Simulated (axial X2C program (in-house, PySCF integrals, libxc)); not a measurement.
NaO⁻: from the spin-free to the two-component result

Computed with an axial X2C code built on PySCF integrals. Spin-free means the one-electron spin-free X2C Hamiltonian; two-component (2c) means X2C with spin–orbit coupling and atomic mean-field two-electron Coulomb and Gaunt terms, so the difference of the two also holds small scalar two-electron terms. Basis: Na dyall-av3z [10s9p5d2f], O dyall-av3z [7s6p3d2f] (cores contracted in-house); Gaussian nuclei, density fitting, unrestricted open shells. Masses: Na 22.990 u, O 15.995 u.

Spin-free state: M_S = 1, Λ = 1 (beyond evenly filled blocks: σα, π+α, π+β, π-α); fragments Na + O- for PBE0, MP2, CCSD, CCSD(T), PBE50; Na- + O for HF.

```csv
level,Re (Å),ωe (cm⁻¹),De (eV),μ (D)
PBE0,2.132,402.0,1.716,4.53
HF,2.122,421.0,n/a,4.97
MP2,2.162,391.3,1.836,n/a
CCSD,2.152,398.3,1.886,n/a
CCSD(T),2.160,391.9,1.869,n/a
PBE50,2.111,419.8,1.835,4.51
```

Correlated methods: 8 electrons correlated (number of frozen shells: Na 2 s, 1 p; O 1 s), 236 virtual spin orbitals or spinors in MP2, 84 natural virtuals in coupled cluster.

Dipoles are positive if O is the positive end and refer to the centre of mass.

Two-component determinant lowest at the distance of the search:

Ω = 2 (⟨Sz⟩ = 1.00, ⟨Lz⟩ = 1.00 at HF); fragments Na + O- for PBE0, MP2, CCSD, CCSD(T), PBE50; Na- + O for HF.

```json
{"level": "PBE0", "Re (Å)": "2.132", "ωe (cm⁻¹)": "402.0", "De (eV)": "1.723", "μ (D)": "4.53"}
{"level": "HF", "Re (Å)": "2.122", "ωe (cm⁻¹)": "420.9", "De (eV)": "n/a", "μ (D)": "4.97"}
{"level": "MP2", "Re (Å)": "2.162", "ωe (cm⁻¹)": "391.2", "De (eV)": "1.842", "μ (D)": "n/a"}
{"level": "CCSD", "Re (Å)": "2.153", "ωe (cm⁻¹)": "398.2", "De (eV)": "1.893", "μ (D)": "n/a"}
{"level": "CCSD(T)", "Re (Å)": "2.160", "ωe (cm⁻¹)": "391.8", "De (eV)": "1.874", "μ (D)": "n/a"}
{"level": "PBE50", "Re (Å)": "2.111", "ωe (cm⁻¹)": "419.7", "De (eV)": "1.842", "μ (D)": "4.51"}
```

(1) From the two tables, how do the constants change at the CCSD(T) level (2c against spin-free)?

The state is one determinant whose occupation by symmetry is held fixed; it was picked as the lowest of a PBE0 search that is not exhaustive. Dissociation energies refer to the lowest single-determinant-based atoms at the same level and basis. De is not given where an atomic determinant may have missed its ground term or J level, or where the truncated virtual space spoils (T). Density functionals use the spin component along the axis (collinear). Coupled cluster ran in a truncated set of natural virtual spinors; the MP2 energy of the rest was added. (T) has no such correction and the atoms are truncated less, which lowers De at CCSD(T) by a hundredth of an eV or more. In 2c an atomic determinant is not the ground J level, so De misses part of the atomic spin–orbit lowering. This holds for PBE0, PBE50. Other states lie close and PBE0, whose exact exchange favours high spin, may order them wrongly; the determinant shown need not be the ground state. The nearest other spin-free determinant of the search, M_S = 0, Λ = 1, lies 0.011 eV up at the distance of the search. Without a current term, density functionals place determinants with orbital angular momentum somewhat too high. With several unpaired electrons one determinant need not be a pure state. A state of lower Ω lies just above, and one determinant can place such states too high, so the state shown need not be the lowest. The search has Ω = 1 only 0.01 eV up. Open-shell Ω = 0 determinants with evenly filled partner blocks cannot be reached by this program, so the Ω shown need not be the lowest component. The highest occupied level of some functionals is positive through self-interaction error; at Hartree–Fock it is bound.

Answers

(1) At the CCSD(T) level Re is unchanged within 0.001 Å and ωe is unchanged to within 0.2 cm⁻¹; De changes by 0.005 eV.
